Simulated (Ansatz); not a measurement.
# AlH₃SO (SMILES [OH][AlH][SH]): single points off equilibrium

How do the functionals fare away from a minimum? The structure is a structure displaced at random from a GFN2-xTB minimum.

Computed with Ansatz 0.2.0, Gaussian basis. Level: single points in def2-TZVPP.

Correlated methods freeze the cores.

### Step 1. Where the work starts

SMILES `[OH][AlH][SH]`, 6 atoms, charge 0, spin multiplicity 1.

Atoms are counted from 1 here; the program's logs count them from 0.

Bond lengths: O1–Al2 1.661 Å, O1–H4 0.938 Å, Al2–S3 2.171 Å, Al2–H5 1.510 Å, S3–H6 1.331 Å. Angles: Al2–O1–H4 178.5°, O1–Al2–S3 121.1°, O1–Al2–H5 118.9°, S3–Al2–H5 119.7°, Al2–S3–H6 95.8°.

Coordinates:

| atom | x (Å) | y (Å) | z (Å) |
| --- | --- | --- | --- |
| O1 | -1.3881 | -0.2299 | -0.9302 |
| Al2 | 0.1259 | -0.0197 | -0.2794 |
| S3 | 0.4551 | -0.1531 | 1.8626 |
| H4 | -2.2372 | -0.3716 | -1.3032 |
| H5 | 1.2576 | 0.4013 | -1.1860 |
| H6 | 1.7702 | 0.0433 | 1.8089 |

### Step 2. CCSD(T)/def2-TZVPP

run/in.yaml reads:

```yaml
crystal:
  periodic: [false, false, false]
  atoms:
    - {symbol: O, position_ang: [-1.388100, -0.229900, -0.930200]}
    - {symbol: Al, position_ang: [0.125900, -0.019700, -0.279400]}
    - {symbol: S, position_ang: [0.455100, -0.153100, 1.862600]}
    - {symbol: H, position_ang: [-2.237200, -0.371600, -1.303200]}
    - {symbol: H, position_ang: [1.257600, 0.401300, -1.186000]}
    - {symbol: H, position_ang: [1.770200, 0.043300, 1.808900]}
basis:
  gaussian: {orbitals: def2-TZVPP}
correlation: {method: ccsd_t}
output: {forces: true}
```

No record of the launch command was kept for these runs.

### Step 3. PBE0-D4/def2-TZVPP

run/in.yaml, as its differences from that of step 2:

```diff
@@ -11,3 +11,3 @@
   gaussian: {orbitals: def2-TZVPP}
-correlation: {method: ccsd_t}
-output: {forces: true}
+hamiltonian: {xc: pbe0, dispersion: d4}
+output: {forces: true, orbitals: {seedname: orbitals}}
```

### Step 4. wB97M-V/def2-TZVPP

run/in.yaml, as its differences from that of step 3:

```diff
@@ -11,3 +11,3 @@
   gaussian: {orbitals: def2-TZVPP}
-hamiltonian: {xc: pbe0, dispersion: d4}
-output: {forces: true, orbitals: {seedname: orbitals}}
+hamiltonian: {xc: {name: wB97M-V}}
+output: {forces: true}
```

### Step 5. r2SCAN-D4/def2-TZVPP

run/in.yaml, as its differences from that of step 4:

```diff
@@ -11,3 +11,3 @@
   gaussian: {orbitals: def2-TZVPP}
-hamiltonian: {xc: {name: wB97M-V}}
+hamiltonian: {xc: r2scan, dispersion: d4}
 output: {forces: true}
```

### Step 6. PBE-D4/def2-TZVPP

run/in.yaml, as its differences from that of step 5:

```diff
@@ -11,3 +11,3 @@
   gaussian: {orbitals: def2-TZVPP}
-hamiltonian: {xc: r2scan, dispersion: d4}
+hamiltonian: {xc: pbe, dispersion: d4}
 output: {forces: true}
```

### Step 7. r2SCANh-D4/def2-TZVPP

run/in.yaml, as its differences from that of step 6:

```diff
@@ -11,3 +11,3 @@
   gaussian: {orbitals: def2-TZVPP}
-hamiltonian: {xc: pbe, dispersion: d4}
+hamiltonian: {xc: {name: r2SCANh}, dispersion: d4}
 output: {forces: true}
```

### Step 8. SPW92/def2-TZVPP

run/in.yaml, as its differences from that of step 7:

```diff
@@ -11,3 +11,3 @@
   gaussian: {orbitals: def2-TZVPP}
-hamiltonian: {xc: {name: r2SCANh}, dispersion: d4}
+hamiltonian: {xc: lda}
 output: {forces: true}
```

(Steps that only read results are left out.)

Q: Predict the outcome of this session. Wanted: energy less free atoms, CCSD(T)/def2-TZVPP; RMS force component; RMS force error; HOMO and LUMO, PBE0-D4; T1 diagnostic.

**Answer**, as computed:

| quantity | value |
| --- | --- |
| energy less free atoms, CCSD(T)/def2-TZVPP | -1867.6 kJ/mol |
| RMS force component | 0.338 to 0.616 eV/Å over the methods |
| RMS force error | PBE0-D4 0.064, wB97M-V 0.054, r2SCAN-D4 0.061, PBE-D4 0.189, r2SCANh-D4 0.062, SPW92 0.326 eV/Å |
| HOMO and LUMO, PBE0-D4 | -7.65 and -0.48 eV |
| T1 diagnostic | 0.011 |

In words: Against CCSD(T) the functionals' energies less atoms differ by -303.7 to -18.2 kJ/mol, PBE-D4 by -50.6 kJ/mol. CCSD(T) in triple zeta still lacks some correlation energy of the bonds, so part of these gaps is its own basis error and they don't rank the functionals. The forces of wB97M-V come nearest to CCSD(T), those of SPW92 are farthest.
